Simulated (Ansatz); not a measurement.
Naphthalene C10H8

Level of theory: PBE in Ansatz (PAW).

Numerical settings: plane-wave cutoff 500 eV, 6×8×6 k mesh (along the axes of the cell as run), Fermi–Dirac smearing 0.05 eV, scalar-relativistic PAW data made under PBE.

Cell: relaxed at this level.

For naphthalene C10H8, the volume per atom is 13.03 Å³/atom and the band gap comes out as 3.28 eV (on the SCF k mesh).

Measured, for comparison: band gap 5.29 eV (temperature not stated, not corrected to a static lattice, photoemission, molecular crystal; as tabulated in Skone et al. (2016), arXiv:1605.02812); equilibrium volume per atom 9.47 Å³/atom (10 K, zero-point motion not removed, unit-cell volume / atoms in the cell; as tabulated in Loboda et al. (2018), arXiv:1809.09959). Computed (rounded) less measured: band gap -2.01 eV, equilibrium volume per atom +37.6 %. For the largest miss, another phase or state or a fault of the measured value is possible beside the level's own.

Note: the cell comes from a level without a dispersion term, which matters for the spacing of layers, chains or molecules; the volume lies 38 % above that of the published cell.

Static lattice: no zero-point or thermal effects.

Cost on a shared machine: around 90 core-minutes (rough).

Ansatz is a program for electronic structure.
